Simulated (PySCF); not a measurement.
# chloromethane and chloride

The system is a cluster of chloromethane and chloride, charge -1, singlet.

| part | name | SMILES | atoms | charge | multiplicity |
| --- | --- | --- | --- | --- | --- |
| 1 | chloromethane | CCl | 1–5 | 0 | 1 |
| 2 | chloride | [Cl-] | 6 | -1 | 1 |

Coordinates in Å:
```
C1     -0.126   -0.044   -0.076
Cl2     1.657    0.075    0.229
H3     -0.521   -0.866    0.509
H4     -0.285   -0.222   -1.133
H5     -0.592    0.888    0.222
Cl6    -3.216   -0.197   -0.620
```

In these coordinates C1···Cl6 is 3.141 Å. Part 2 is then moved rigidly along that line, all else held; at short range other atoms may come into contact.

The starting structure comes from a short search with a few starts; no frequency run checks that it is a minimum, and another way of binding may lie lower.

Level of theory: CCSD(T)/aug-cc-pVDZ and MP2/aug-cc-pVTZ, aug-cc-pVQZ counterpoise interaction energy, frozen core, gas phase, in PySCF. Geometry: PBE0-D3(BJ)/def2-TZVPD.

Counterpoise energies in kJ/mol, cluster less the parts frozen as they stand in it; small is aug-cc-pVDZ, large aug-cc-pVQZ. Estimated limit: HF in aug-cc-pVQZ, MP2 correlation extrapolated as X⁻³ from aug-cc-pVTZ and aug-cc-pVQZ, and CCSD(T) less MP2 in aug-cc-pVDZ; it isn't the exact limit.

Results

| C1···Cl6 (Å) | HF large | MP2 large | SCS-MP2 large | CCSD(T) small | CCSD(T) limit est. |
| --- | --- | --- | --- | --- | --- |
| 2.827 | -20.4 | -39.8 | -34.4 | -31.6 | -39.1 |
| 2.984 | -30.4 | -44.8 | -40.7 | -39.3 | -44.5 |
| 3.141 | -35.4 | -46.1 | -42.8 | -42.3 | -45.9 |
| 3.298 | -37.3 | -45.2 | -42.6 | -42.6 | -45.1 |
| 3.455 | -37.4 | -43.1 | -41.0 | -41.4 | -43.1 |
| 3.926 | -33.1 | -35.1 | -34.0 | -34.4 | -35.1 |
| 4.712 | -24.3 | -24.1 | -23.7 | -23.9 | -24.0 |
| 6.282 | -14.0 | -13.2 | -13.1 | -13.1 | -13.1 |

The 8 runs took 16 min in all, one thread each of Arm Neoverse V1 on a shared host, launched as `OMP_NUM_THREADS=1 python cluster_run.py task.json out`.
